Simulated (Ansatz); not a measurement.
We consider B20 (FeSi-type) FeSi, described by revPBE in Ansatz (plane waves, PAW).

Run with plane-wave cutoff 520 eV, 8×8×8 k mesh, Fermi–Dirac smearing 0.01 eV, no spin polarisation, scalar-relativistic PAW data made under PBE.

Computed at the level's own relaxed cell.

Predict the direct gap at Γ, band gap, pressure derivative B′ of the bulk modulus, smallest direct gap on the k points sampled and equilibrium lattice constant a.


- direct gap at Γ = 0.70 eV
- band gap = 0.17 eV
- pressure derivative B′ of the bulk modulus = 4.9
- smallest direct gap on the k points sampled = 0.18 eV
- equilibrium lattice constant a = 4.468 Å

Measured, for comparison: band gap 0.05 eV (temperature not stated, not corrected to a static lattice, indirect, transport; lower end of the printed range; as tabulated in Tomczak (2018), arXiv:1802.07220); lattice constant a 4.483 Å (temperature not stated, not corrected to a static lattice; as tabulated in Wikipedia's data pages). Computed (rounded) less measured: lattice constant a -0.3 %. A static lattice is as a rule a little smaller and stiffer than an uncorrected measurement, which narrows the difference in the lattice constant a and would widen misses of the other sign.

Note: the bulk modulus comes from volumes at which shape and atoms were relaxed.

Computed values are for the static lattice.

Ansatz is an electronic-structure program.
